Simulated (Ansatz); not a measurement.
Worked example: correlation energy of Ga–P–SH, doublet

Geometry: a PBE0/def2-TZVP stationary point for this spin, not checked as a minimum.

```xyz
4

Ga    0.0000   -0.1811    1.2543
P     0.0000    1.1308   -0.8246
S     0.0000   -0.6909   -1.8333
H     0.0000   -0.2437   -3.1036
```

Basis cc-pVDZ; Ansatz 0.2.0. Correlated methods freeze the noble-gas cores and the filled d shells of p-block atoms, which leaves 15 electrons in 44 orbitals. Prefix R: restricted or restricted open-shell reference; prefix U: unrestricted. No spin–orbit coupling is included, and no scalar relativity.

Full CI isn't at hand for all of this; UCCSDT(Q) serves as the reference, and is uncertain by about the last step of the cluster series.

Runs differ by some tens of microhartree through their thresholds and, for an open shell, their frozen cores, so steps under 0.03 kcal/mol mean nothing.

```
    level  total energy (hartree)
      UHF            -2662.072247
     UMP2            -2662.343719
    UCCSD            -2662.386422
 UCCSD(T)            -2662.397421
   UCCSDT            -2662.398848
UCCSDT(Q)            -2662.399813
```

What is the correlation energy at UCCSDT(Q), and what share of it do UMP2 and UCCSDT recover?

E(corr) = -2662.399813 − (-2662.072247) = -0.327566 hartree = -8.914 eV. UMP2: -0.271472 / -0.327566 = 82.88 %. UCCSDT: -0.326601 / -0.327566 = 99.71 %.

By how many kcal/mol does UCCSD(T) miss UCCSDT(Q) (1 hartree = 627.509 kcal/mol), and which steps make up the rest?

-2662.397421 − (-2662.399813) = 0.002392 hartree = 1.50 kcal/mol. Steps: UCCSDT − UCCSD(T) = -0.90, UCCSDT(Q) − UCCSDT = -0.61 kcal/mol. Differences between like states or geometries often cancel part of this.
